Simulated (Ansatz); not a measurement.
## GeH₂⁻, quartet: reading a ladder of total energies

Geometry: that of the GeH2⁻, doublet, kept fixed. The doublet lies 3.1 eV lower here.

```xyz
3

Ge    0.0000   -0.0307    0.0000
H     0.0000    1.1080   -1.1584
H     0.0000    1.1080    1.1584
```

Basis aug-cc-pVTZ; Ansatz 0.2.0. Only valence electrons are correlated (noble-gas cores and the filled d shells of p-block atoms frozen), which leaves 7 electrons in 91 orbitals. R marks a restricted (for open shells ROHF) determinant, U an unrestricted one. No spin–orbit coupling is included, and no scalar relativity. This anion state lies near or above the neutral species, so the extra electron is weakly bound or unbound and the energies hang on the diffuse functions.

Full CI isn't at hand for all of this; UCCSDT(Q) serves as the reference, and is uncertain by about the last step of the cluster series.

Runs differ by some tens of microhartree through their thresholds and, for an open shell, their frozen cores, so steps under 0.03 kcal/mol mean nothing.

```tsv
level	total energy (hartree)
UHF	-2076.453709
UMP2	-2076.548686
UCCSD	-2076.571839
UCCSD(T)	-2076.576145
UCCSDT	-2076.577184
UCCSDT(Q)	-2076.577336
```

What is the correlation energy at UCCSDT(Q), and what share of it do UMP2 and UCCSDT recover?

E(corr) = -2076.577336 − (-2076.453709) = -0.123627 hartree = -3.364 eV. UMP2: -0.094977 / -0.123627 = 76.83 %. UCCSDT: -0.123475 / -0.123627 = 99.88 %.

By how many kcal/mol does UCCSD(T) miss UCCSDT(Q) (1 hartree = 627.509 kcal/mol), and which steps make up the rest?

-2076.576145 − (-2076.577336) = 0.001191 hartree = 0.75 kcal/mol. Steps: UCCSDT − UCCSD(T) = -0.65, UCCSDT(Q) − UCCSDT = -0.10 kcal/mol. That is within 1 kcal/mol of the reference in this basis, which itself misses far more of the correlation at the basis-set limit.
